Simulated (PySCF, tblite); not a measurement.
# 2-propynal (C3H2O): isotopologues and vibrational averages

How do isotopes change the rotational constants and shieldings of 2-propynal (C3H2O) (`C#CC=O`)?

Programs: PySCF 2.14.0 with density-fitted response routines of our own, and tblite 0.8.0. All values are computed, except where a source is named. Atoms count from 0 throughout.

## 1. The molecule as given

6 atoms, charge 0, multiplicity 1; geometry from: force field or distance geometry start.

Bonds of the start (Å): C0–C1 1.22, C0–H4 1.03, C1–C2 1.45, C2–H5 1.13, C2–O3 1.21.

## 2. GFN2-xTB relaxation, lowest of a short conformer search

Job settings and geometry (Å):

```
{"job": {"xc": "GFN2-xTB", "basis": "xTB", "kind": "relax"}, "charge": 0, "multiplicity": 1}
C      0.902700     1.107000    -0.527600
C      0.162000     0.265700    -0.045000
C     -0.603300    -0.770600     0.622600
O     -0.294200    -1.938700     0.579600
H      1.449300     1.878100    -0.938700
H     -1.604000    -0.533600     1.081800
```

Started as:

```bash
OMP_NUM_THREADS=1 python ens_run.py task.json out
```

The driver reads the study from task.json and runs its stages one after another.

Output:

```text
step      E/eV     max force
  0    -309.97175    2.784
  1    -309.92417    5.443
  2    -310.04437    0.679
  3    -310.06293    0.717
  4    -310.08624    0.702
  5    -310.09054    0.237
  6    -310.09283    0.183
  7    -310.09426    0.202
  8    -310.09497    0.102
  9    -310.09530    0.079
 10    -310.09579    0.142
 11    -310.09649    0.208
 12    -310.09723    0.200
 13    -310.09778    0.102
 14    -310.09805    0.061
 15    -310.09827    0.101
 16    -310.09864    0.135
 17    -310.09902    0.107
 18    -310.09929    0.045
 19    -310.09943    0.037
 20    -310.09948    0.036
 21    -310.09951    0.022
 22    -310.09951    0.007
 23    -310.09952    0.008
 24    -310.09952    0.009
 25    -310.09952    0.007
 26    -310.09953    0.006
 27    -310.09953    0.009
 28    -310.09954    0.010
 29    -310.09954    0.006
 30    -310.09954    0.003
```

It took 0.11 s on 1 thread of Arm Neoverse V1, shared host.

Relaxing gained 0.128 eV and moved the atoms by 0.07 Å on average (rms).

## 3. Tight optimisation and Hessian

Job settings and geometry (Å):

```
{"job": {"xc": "PBE0", "basis": "pcSseg-1", "grid": 2, "temperatures": [250, 700], "kind": "geom"}, "charge": 0, "multiplicity": 1}
C      0.845985     1.107361    -0.502510
C      0.187235     0.232713    -0.007209
C     -0.596192    -0.810198     0.580329
O     -0.306392    -1.975020     0.600287
H      1.415217     1.879895    -0.931424
H     -1.533363    -0.426789     1.033341
```

Output:

```text
step   0  E = -5181.1916505 eV  max force = 0.59168
step   1  E = -5181.2081752 eV  max force = 0.18844
step   2  E = -5181.2100242 eV  max force = 0.08574
step   3  E = -5181.2102173 eV  max force = 0.01988
step   4  E = -5181.2102332 eV  max force = 0.00400
step   5  E = -5181.2102335 eV  max force = 0.00046
step   6  E = -5181.2102335 eV  max force = 0.00046
step   7  E = -5181.2102335 eV  max force = 0.00006
harmonic wavenumbers (cm-1): 211.1 286.4 641.2 718.7 778.1 967.1 1015.9 1412.2 1803.0 2219.9 2970.0 3476.6
```

Run time: 1.8 min. Hardware: 1 thread of Arm Neoverse V1, shared host; peak memory 0.43 GiB.

## 4. Displacements along the modes, parent

Job settings and geometry (Å):

```
{"job": {"xc": "PBE0", "basis": "pcSseg-1", "grid": 2, "temperatures": [250, 700], "kind": "vib", "mass_numbers": [12, 12, 12, 16, 1, 1]}, "charge": 0, "multiplicity": 1}
C      0.847093     1.115812    -0.503854
C      0.199232     0.227635    -0.013779
C     -0.610108    -0.808877     0.587573
O     -0.304308    -1.973799     0.599184
H      1.433213     1.893125    -0.943312
H     -1.552632    -0.445935     1.047002
```

Output:

```text
mode    cm-1    km/mol   phi_rrr   E(+)/cm-1  E(-)/cm-1
  1    211.10     5.67       0.7      40.15      40.07
  2    286.39    12.93       1.2      53.21      53.15
  3    641.15    12.09     -17.3     114.76     116.00
  4    718.68    44.17       6.7     136.87     136.37
  5    778.15    30.43      -0.5     145.40     145.54
  6    967.14   108.29     155.6     179.80     168.59
  7   1015.90     0.75      -0.5     184.37     184.36
  8   1412.17    11.28      67.5     257.17     252.32
  9   1803.00   201.03     587.2     346.58     304.35
 10   2219.86    71.75     475.8     417.34     383.12
 11   2969.99    67.78   -1972.4     469.84     611.31
 12   3476.62    59.28    1859.8     697.63     564.11
```

Wall time 86 s (1 thread of Arm Neoverse V1, shared host); peak memory 0.43 GiB.

## 5. Displacements along the modes, 2H at atom 5

Job settings and geometry (Å):

```
{"job": {"xc": "PBE0", "basis": "pcSseg-1", "grid": 2, "temperatures": [250, 700], "kind": "vib", "mass_numbers": [12, 12, 12, 16, 1, 2]}, "charge": 0, "multiplicity": 1}
C      0.847093     1.115812    -0.503854
C      0.199232     0.227635    -0.013779
C     -0.610108    -0.808877     0.587573
O     -0.304308    -1.973799     0.599184
H      1.433213     1.893125    -0.943312
H     -1.552632    -0.445935     1.047002
```

Output:

```text
mode    cm-1    km/mol   phi_rrr   E(+)/cm-1  E(-)/cm-1
  1    207.53     5.49      -2.1      39.36      39.54
  2    273.81     8.84       1.3      50.88      50.83
  3    637.46    12.03     -17.8     114.08     115.36
  4    718.65    44.27       7.0     136.90     136.37
  5    778.14    30.27      -0.5     145.39     145.53
  6    871.95     4.38      -0.3     157.37     157.36
  7    891.69    57.28     -98.3     156.98     164.07
  8   1107.74    51.14     -86.3     196.46     202.67
  9   1782.68   197.96     538.0     341.04     302.35
 10   2190.33    49.36    -863.3     365.40     427.41
 11   2225.56    87.57     440.5     416.98     385.29
 12   3476.62    59.30    1859.8     697.63     564.11
```

Run time: 84 s. Hardware: 1 thread of Arm Neoverse V1, shared host; peak memory 0.43 GiB.

## 6. Displacements along the modes, 2H at atom 4

Job settings and geometry (Å):

```
{"job": {"xc": "PBE0", "basis": "pcSseg-1", "grid": 2, "temperatures": [250, 700], "kind": "vib", "mass_numbers": [12, 12, 12, 16, 2, 1]}, "charge": 0, "multiplicity": 1}
C      0.847093     1.115812    -0.503854
C      0.199232     0.227635    -0.013779
C     -0.610108    -0.808877     0.587573
O     -0.304308    -1.973799     0.599184
H      1.433213     1.893125    -0.943312
H     -1.552632    -0.445935     1.047002
```

Output:

```text
mode    cm-1    km/mol   phi_rrr   E(+)/cm-1  E(-)/cm-1
  1    200.60     5.57      -0.2      37.86      37.90
  2    270.69    12.92       0.8      50.18      50.13
  3    558.25    27.09      -3.6     103.28     103.54
  4    617.65    12.35       0.4     112.90     112.80
  5    639.21     5.15     -10.9     114.64     115.42
  6    958.20   103.60    -144.4     167.37     177.77
  7   1015.54     0.45       0.5     184.30     184.30
  8   1411.95    10.97      67.0     257.11     252.30
  9   1802.75   196.20    -587.5     304.29     346.55
 10   2059.36    97.14     378.6     384.77     357.53
 11   2721.02     5.72    -619.9     469.16     513.72
 12   2969.99    67.46    1972.3     611.31     469.84
```

Wall time 82 s (1 thread of Arm Neoverse V1, shared host); peak memory 0.43 GiB.

## 7. Displacements along the modes, 18O at atom 3, 2H at atom 5

Job settings and geometry (Å):

```
{"job": {"xc": "PBE0", "basis": "pcSseg-1", "grid": 2, "temperatures": [250, 700], "kind": "vib", "mass_numbers": [12, 12, 12, 18, 1, 2]}, "charge": 0, "multiplicity": 1}
C      0.847093     1.115812    -0.503854
C      0.199232     0.227635    -0.013779
C     -0.610108    -0.808877     0.587573
O     -0.304308    -1.973799     0.599184
H      1.433213     1.893125    -0.943312
H     -1.552632    -0.445935     1.047002
```

Output:

```text
mode    cm-1    km/mol   phi_rrr   E(+)/cm-1  E(-)/cm-1
  1    204.79     5.32      -1.2      38.89      39.01
  2    273.49     9.06       1.3      50.84      50.79
  3    626.09    11.55      16.0     113.25     112.10
  4    718.63    44.09      -7.1     136.35     136.89
  5    778.14    30.26       0.5     145.53     145.39
  6    869.77     4.16       0.3     156.98     156.99
  7    891.63    57.07      98.8     164.08     156.95
  8   1100.42    48.87     -84.5     195.21     201.29
  9   1742.99   192.59    -515.8     295.96     333.06
 10   2189.61    47.62    -889.5     364.40     428.28
 11   2225.24    88.60     439.9     416.90     385.25
 12   3476.62    59.28   -1859.8     564.11     697.63
```

Run time: 86 s. Hardware: 1 thread of Arm Neoverse V1, shared host; peak memory 0.43 GiB.

## 8. Displacements along the modes, 13C at atom 0

Job settings and geometry (Å):

```
{"job": {"xc": "PBE0", "basis": "pcSseg-1", "grid": 2, "temperatures": [250, 700], "kind": "vib", "mass_numbers": [13, 12, 12, 16, 1, 1]}, "charge": 0, "multiplicity": 1}
C      0.847093     1.115812    -0.503854
C      0.199232     0.227635    -0.013779
C     -0.610108    -0.808877     0.587573
O     -0.304308    -1.973799     0.599184
H      1.433213     1.893125    -0.943312
H     -1.552632    -0.445935     1.047002
```

Output:

```text
mode    cm-1    km/mol   phi_rrr   E(+)/cm-1  E(-)/cm-1
  1    209.30     5.58      -0.2      39.69      39.73
  2    285.13    12.67      -1.1      52.88      52.94
  3    637.38    11.09      17.4     115.33     114.08
  4    713.22    44.47       6.3     135.99     135.52
  5    771.81    30.62       0.5     144.51     144.37
  6    960.66   107.89     147.5     178.33     167.70
  7   1015.89     0.75      -0.5     184.37     184.36
  8   1412.06    11.12      67.2     257.14     252.31
  9   1802.95   200.43     587.4     346.58     304.33
 10   2193.30    72.30     460.6     412.00     378.87
 11   2969.99    67.77   -1972.4     469.84     611.31
 12   3458.58    60.45    1869.3     694.74     560.54
```

It took 81 s on 1 thread of Arm Neoverse V1, shared host; peak memory 0.43 GiB.

## 9. Displacements along the modes, 18O at atom 3

Job settings and geometry (Å):

```
{"job": {"xc": "PBE0", "basis": "pcSseg-1", "grid": 2, "temperatures": [250, 700], "kind": "vib", "mass_numbers": [12, 12, 12, 18, 1, 1]}, "charge": 0, "multiplicity": 1}
C      0.847093     1.115812    -0.503854
C      0.199232     0.227635    -0.013779
C     -0.610108    -0.808877     0.587573
O     -0.304308    -1.973799     0.599184
H      1.433213     1.893125    -0.943312
H     -1.552632    -0.445935     1.047002
```

Output:

```text
mode    cm-1    km/mol   phi_rrr   E(+)/cm-1  E(-)/cm-1
  1    208.24     5.48      -0.1      39.60      39.58
  2    286.22    13.15      -1.2      53.14      53.20
  3    629.60    11.60      15.6     113.87     112.75
  4    718.67    43.97       6.8     136.86     136.35
  5    778.15    30.43       0.5     145.54     145.40
  6    966.07   107.26    -154.9     168.42     179.58
  7   1013.99     0.66       0.5     184.04     184.05
  8   1405.87    10.62     -71.4     251.03     256.16
  9   1763.64   193.55     554.5     338.26     298.37
 10   2219.81    72.46     475.7     417.33     383.11
 11   2969.99    67.76   -1972.4     469.84     611.31
 12   3476.62    59.26    1859.8     697.63     564.11
```

Run time: 82 s. Hardware: 1 thread of Arm Neoverse V1, shared host; peak memory 0.43 GiB.

## 10. Displacements along the modes, 2H at atom 4, 2H at atom 5

Job settings and geometry (Å):

```
{"job": {"xc": "PBE0", "basis": "pcSseg-1", "grid": 2, "temperatures": [250, 700], "kind": "vib", "mass_numbers": [12, 12, 12, 16, 2, 2]}, "charge": 0, "multiplicity": 1}
C      0.847093     1.115812    -0.503854
C      0.199232     0.227635    -0.013779
C     -0.610108    -0.808877     0.587573
O     -0.304308    -1.973799     0.599184
H      1.433213     1.893125    -0.943312
H     -1.552632    -0.445935     1.047002
```

Output:

```text
mode    cm-1    km/mol   phi_rrr   E(+)/cm-1  E(-)/cm-1
  1    197.23     5.39       1.5      37.32      37.19
  2    258.30     8.71      -0.9      47.76      47.79
  3    557.81    27.29      -3.3     103.23     103.47
  4    617.17    13.26       0.4     112.85     112.76
  5    635.53     4.94     -11.4     113.96     114.78
  6    871.58     3.14       0.3     157.30     157.30
  7    885.28    56.49      94.4     162.77     155.96
  8   1105.11    47.36     -81.6     196.16     202.03
  9   1782.29   191.87     538.1     340.98     302.27
 10   2058.09    94.91    -374.8     357.43     384.40
 11   2197.27    68.26   -1188.9     355.86     441.23
 12   2721.06     5.43     619.6     513.72     469.18
```

Wall time 89 s (1 thread of Arm Neoverse V1, shared host); peak memory 0.43 GiB.

## 11. Vibrational averages by isotopologue

Job settings and geometry (Å):

```
{"job": {"xc": "PBE0", "basis": "pcSseg-1", "grid": 2, "temperatures": [250, 700], "kind": "iso"}, "charge": 0, "multiplicity": 1}
C      0.847093     1.115812    -0.503854
C      0.199232     0.227635    -0.013779
C     -0.610108    -0.808877     0.587573
O     -0.304308    -1.973799     0.599184
H      1.433213     1.893125    -0.943312
H     -1.552632    -0.445935     1.047002
```

Output:

```text
parent
  Be/MHz 67714.006 4854.89 4530.096
  B0/MHz 68602.261 4837.993 4512.23
  ZPE/cm-1 8250.1
  <sigma>(0 K)/ppm 92.062 98.083 1.835 -449.486 27.577 21.628
2H at atom 5
  Be/MHz 51628.936 4818.437 4407.128
  B0/MHz 51945.389 4804.393 4390.659
  ZPE/cm-1 7581.1
  <sigma>(0 K)/ppm 92.223 98.059 2.072 -448.841 27.591 21.744
2H at atom 4
  Be/MHz 66392.987 4487.621 4203.499
  B0/MHz 67323.953 4473.041 4188.053
  ZPE/cm-1 7612.6
  <sigma>(0 K)/ppm 92.462 98.543 1.800 -449.508 27.720 21.627
18O at atom 3, 2H at atom 5
  Be/MHz 50045.69 4612.179 4222.991
  B0/MHz 50372.072 4598.235 4207.052
  ZPE/cm-1 7548.7
  <sigma>(0 K)/ppm 92.241 98.060 2.125 -448.480 27.593 21.745
13C at atom 0
  Be/MHz 67492.082 4695.385 4389.976
  B0/MHz 68385.192 4679.071 4372.753
  ZPE/cm-1 8215.1
  <sigma>(0 K)/ppm 92.089 98.110 1.833 -449.505 27.580 21.627
18O at atom 3
  Be/MHz 65619.32 4640.225 4333.766
  B0/MHz 66506.495 4623.594 4316.476
  ZPE/cm-1 8218.4
  <sigma>(0 K)/ppm 92.081 98.084 1.887 -449.130 27.578 21.629
2H at atom 4, 2H at atom 5
  Be/MHz 50908.991 4451.351 4093.432
  B0/MHz 51249.298 4439.409 4079.265
  ZPE/cm-1 6943.4
  <sigma>(0 K)/ppm 92.623 98.519 2.037 -448.864 27.734 21.743
```

It took 12 min on 1 thread of Arm Neoverse V1, shared host; peak memory 0.43 GiB. This counts the whole study up to here.

Rotational constants (MHz) at equilibrium and in the ground state:

```csv
isotopologue,Be,B0,zero-point change (cm⁻¹)
parent,"67714.0, 4854.9, 4530.1","68602.3, 4838.0, 4512.2",0.0
2H at atom 5,"51628.9, 4818.4, 4407.1","51945.4, 4804.4, 4390.7",-669.0
2H at atom 4,"66393.0, 4487.6, 4203.5","67324.0, 4473.0, 4188.1",-637.5
"18O at atom 3, 2H at atom 5","50045.7, 4612.2, 4223.0","50372.1, 4598.2, 4207.1",-701.4
13C at atom 0,"67492.1, 4695.4, 4390.0","68385.2, 4679.1, 4372.8",-35.0
18O at atom 3,"65619.3, 4640.2, 4333.8","66506.5, 4623.6, 4316.5",-31.6
"2H at atom 4, 2H at atom 5","50909.0, 4451.4, 4093.4","51249.3, 4439.4, 4079.3",-1306.7
```

Shieldings of the first species (ppm): at equilibrium, the vibrational parts at 0 K, and the averages:

```csv
atom,equilibrium,anharmonic,harmonic,0 K,250 K,700 K
C0,96.54,0.15,-4.63,92.06,91.23,87.59
C1,101.32,-0.28,-2.95,98.08,97.73,95.30
C2,4.64,-0.39,-2.41,1.83,1.86,1.59
O3,-433.38,-0.44,-15.66,-449.49,-448.88,-448.27
H4,28.25,0.17,-0.84,27.58,27.55,27.34
H5,22.14,-0.11,-0.40,21.63,21.62,21.53
```

Isotope effects on the shieldings at 0 K (ppb; positive means more shielded):

```csv
atom,2H at atom 5,2H at atom 4,"18O at atom 3, 2H at atom 5",13C at atom 0,18O at atom 3,"2H at atom 4, 2H at atom 5"
C0,160,399,179,26,19,560
C1,-24,460,-23,27,1,436
C2,237,-35,290,-2,52,202
O3,645,-22,1006,-19,356,622
H4,14,143,16,3,2,157
H5,116,0,118,0,2,116
```

## 12. Tight optimisation and Hessian, xc PBE0; basis 6-311+G(2d,p); hess_step 0.002

Job settings and geometry (Å):

```
{"job": {"xc": "PBE0", "basis": "6-311+G(2d,p)", "grid": 2, "temperatures": [250, 700], "j": false, "hess_step": 0.002, "kind": "geom"}, "charge": 0, "multiplicity": 1}
C      0.845985     1.107361    -0.502510
C      0.187235     0.232713    -0.007209
C     -0.596192    -0.810198     0.580329
O     -0.306392    -1.975020     0.600287
H      1.415217     1.879895    -0.931424
H     -1.533363    -0.426789     1.033341
```

Output:

```text
step   0  E = -5183.2468363 eV  max force = 0.61118
step   1  E = -5183.2623771 eV  max force = 0.18968
step   2  E = -5183.2646790 eV  max force = 0.11786
step   3  E = -5183.2648865 eV  max force = 0.02345
step   4  E = -5183.2649023 eV  max force = 0.00313
step   5  E = -5183.2649025 eV  max force = 0.00035
step   6  E = -5183.2649025 eV  max force = 0.00035
step   7  E = -5183.2649025 eV  max force = 0.00015
harmonic wavenumbers (cm-1): 214.6 270.9 634.6 679.8 735.0 965.0 1013.3 1411.8 1788.4 2209.6 2966.7 3467.1
```

It took 3.1 min on 1 thread of Arm Neoverse V1, shared host; peak memory 0.54 GiB.

## 13. Displacements along the modes, xc PBE0; basis 6-311+G(2d,p); hess_step 0.002; parent

Job settings and geometry (Å):

```
{"job": {"xc": "PBE0", "basis": "6-311+G(2d,p)", "grid": 2, "temperatures": [250, 700], "j": false, "hess_step": 0.002, "kind": "vib", "mass_numbers": [12, 12, 12, 16, 1, 1]}, "charge": 0, "multiplicity": 1}
C      0.844385     1.116055    -0.502421
C      0.208547     0.219835    -0.017629
C     -0.607583    -0.808198     0.586097
O     -0.312344    -1.974625     0.603694
H      1.425270     1.895964    -0.939420
H     -1.545785    -0.441070     1.042495
```

Output:

```text
mode    cm-1    km/mol   phi_rrr   E(+)/cm-1  E(-)/cm-1
  1    214.60     6.07      13.4      41.10      40.17
  2    270.88    10.76       1.3      50.38      50.45
  3    634.65     8.50      19.9     114.93     113.49
  4    679.81    48.64       3.9     132.15     131.72
  5    734.96    36.02       0.2     140.01     140.08
  6    965.05   101.47     154.2     179.36     168.24
  7   1013.31     0.09       0.2     183.87     183.94
  8   1411.76     8.39      67.9     257.05     252.19
  9   1788.42   221.05     592.6     344.19     301.59
 10   2209.64    66.65     483.2     415.78     381.03
 11   2966.68    57.71   -1964.5     469.66     610.50
 12   3467.06    52.87    1863.1     696.12     562.41
```

It took 2.6 min on 1 thread of Arm Neoverse V1, shared host; peak memory 0.54 GiB.

## 14. Displacements along the modes, xc PBE0; basis 6-311+G(2d,p); hess_step 0.002; 2H at atom 5

Job settings and geometry (Å):

```
{"job": {"xc": "PBE0", "basis": "6-311+G(2d,p)", "grid": 2, "temperatures": [250, 700], "j": false, "hess_step": 0.002, "kind": "vib", "mass_numbers": [12, 12, 12, 16, 1, 2]}, "charge": 0, "multiplicity": 1}
C      0.844385     1.116055    -0.502421
C      0.208547     0.219835    -0.017629
C     -0.607583    -0.808198     0.586097
O     -0.312344    -1.974625     0.603694
H      1.425270     1.895964    -0.939420
H     -1.545785    -0.441070     1.042495
```

Output:

```text
mode    cm-1    km/mol   phi_rrr   E(+)/cm-1  E(-)/cm-1
  1    210.91     5.86      11.7      40.35      39.55
  2    259.68     7.25       1.3      48.33      48.37
  3    630.95     8.45     -20.2     112.82     114.28
  4    679.75    48.76       3.5     132.15     131.75
  5    734.95    35.80      -0.2     140.07     140.00
  6    868.82     2.49       0.1     156.79     156.83
  7    893.09    54.99      98.4     164.31     157.19
  8   1103.64    45.14      85.8     201.88     195.72
  9   1770.09   217.16    -549.5     299.73     339.24
 10   2184.48    46.40    -764.6     367.70     422.61
 11   2216.40    77.00    -453.2     383.20     415.80
 12   3467.06    52.87   -1863.1     562.41     696.12
```

It took 2.6 min on 1 thread of Arm Neoverse V1, shared host; peak memory 0.54 GiB.

## 15. Vibrational averages by isotopologue, second settings

Job settings and geometry (Å):

```
{"job": {"xc": "PBE0", "basis": "6-311+G(2d,p)", "grid": 2, "temperatures": [250, 700], "j": false, "hess_step": 0.002, "kind": "iso"}, "charge": 0, "multiplicity": 1}
C      0.844385     1.116055    -0.502421
C      0.208547     0.219835    -0.017629
C     -0.607583    -0.808198     0.586097
O     -0.312344    -1.974625     0.603694
H      1.425270     1.895964    -0.939420
H     -1.545785    -0.441070     1.042495
```

Output:

```text
parent
  Be/MHz 69293.725 4849.516 4532.322
  B0/MHz 69743.044 4839.1 4518.301
  ZPE/cm-1 8178.4
  <sigma>(0 K)/ppm 95.889 99.605 4.587 -415.357 27.919 21.582
2H at atom 5
  Be/MHz 52631.558 4813.795 4410.41
  B0/MHz 52694.511 4805.657 4397.246
  ZPE/cm-1 7509.9
  <sigma>(0 K)/ppm 96.062 99.596 4.825 -414.826 27.934 21.693
```

Run time: 8.4 min. Hardware: 1 thread of Arm Neoverse V1, shared host; peak memory 0.54 GiB. This counts the runs that the step sums up.

Rotational constants (MHz) at equilibrium and in the ground state:

```csv
isotopologue,Be,B0,zero-point change (cm⁻¹)
parent,"69293.7, 4849.5, 4532.3","69743.0, 4839.1, 4518.3",0.0
2H at atom 5,"52631.6, 4813.8, 4410.4","52694.5, 4805.7, 4397.2",-668.5
```

Shieldings of the first species (ppm): at equilibrium, the vibrational parts at 0 K, and the averages:

```csv
atom,equilibrium,anharmonic,harmonic,0 K,250 K,700 K
C0,100.46,0.33,-4.91,95.89,95.07,91.41
C1,102.96,-0.30,-3.05,99.60,99.24,96.66
C2,7.30,-0.42,-2.30,4.59,4.64,4.48
O3,-400.59,-0.68,-14.08,-415.36,-414.62,-413.61
H4,28.66,0.23,-0.96,27.92,27.88,27.59
H5,22.07,-0.11,-0.38,21.58,21.58,21.50
```

Isotope effects on the shieldings at 0 K (ppb; positive means more shielded):

```csv
atom,2H at atom 5
C0,173
C1,-8
C2,238
O3,531
H4,15
H5,111
```

## 16. Results

| quantity | value |
| --- | --- |
| point group | Cs |
| B0 of the first species | 68602.3, 4838.0, 4512.2 MHz |
| zero-point energy | 8250 cm⁻¹ |
| zero-point change of σ(O3) | -16.11 ppm |

In words: Zero-point motion changes the shielding of O3 most, by -16.11 ppm. The largest secondary isotope effect is 645 ppb on O3, 2 bonds from the change (2H at atom 5). The job flags a low mode; perturbation theory is less sure for low modes.
